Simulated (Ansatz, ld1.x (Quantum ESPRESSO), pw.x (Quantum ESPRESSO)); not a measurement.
# Equation-of-state test of one TM potential (W)

* Element: W (Z = 74)
* Generator: ld1.x (Quantum ESPRESSO) 7.5
* Type: norm-conserving Troullier–Martins (Kleinman–Bylander form)
* Functional: PBEsol
* Relativity: scalar-relativistic
* Frozen core: [Xe] 4f14
* Valence charge: 6
* Reference configuration: 5d4 6s2 6p0
* Partial waves: 6p (bound, empty): rc 3.15 bohr; 5d (bound): rc 1.90 bohr; 6s (bound): rc 2.80 bohr
* Local potential: the s channel
* Core correction: none

Atomic tests: cutoffs needed: 30 Ry and 35 Ry (the cutoffs (Ry, on a coarse ladder) from which the occupation-weighted sum of valence levels, in a spherical-Bessel basis at the reference potential, stays within 10 and 1 mRy of its value at 400 Ry); ghost test: no extra level below or beside the all-electron valence levels (p, d, s, f tested) (spherical-Bessel basis up to 400 Ry, 20 bohr box); largest excitation error: -55 meV (all-electron minus pseudo) for 5d3 6s0 6p0, out of 7 test configurations.

Crystal test: fcc W in pw.x 7.5, no spin, 14³ k-points, Fermi–Dirac smearing 0.01 Ry, cutoffs 45/180 Ry. The reference is all-electron LAPW (Ansatz 0.2.0) with the same functional, mesh and smearing; V0 and B0 come from Birch–Murnaghan fits to the pressures at five volumes. Errors are pseudo minus all-electron; Δ is the rms difference of the E(V) curves that follow from these fits, minima aligned, over ±6 % about the mean V0. Mesh and smearing are coarse, so the numbers serve the comparison and aren't converged zero-temperature values; the lattice is a test structure that the element need not adopt.

All-electron: a0 = 4.000 Å (V0 = 16.00 Å³/atom), B0 = 298.8 GPa.

**Question.** How far does the potential miss the all-electron equation of state?

**Answer.** mean pressure error (GPa): +9.99; a0 (Å): 4.044; a0 error (%): +1.09; B0 error (%): -4.2; Δ (meV/atom): 33.7. The largest radius (3.15 bohr) exceeds half the bond length (2.67 bohr), so the spheres overlap, which is one possible source of error among others. This is a poor potential for the solid.

```
V (Å³/atom)  P all-electron (GPa)  P pseudo (GPa)
     15.195                 17.15           28.53
     15.595                  8.12           18.74
     15.995                  0.14           10.08
     16.395                 -6.90            2.40
     16.795                -13.11           -4.39
```

**Question.** At the middle volume, how do free energy and pressure move when the wave cutoff is lowered (ecutrho kept at four times it)?

**Answer.**

```tsv
cutoff (Ry)	shift of F (meV/atom)	shift of P (GPa)
20	+1846.1	-64.40
27	+177.6	-10.98
36	+3.3	-0.47
```

The run at the middle volume (104 k-points, 8 iterations) took about 5.5 s on one core of a shared host (Neoverse-V2, 32 threads, 247 GiB, load 16).
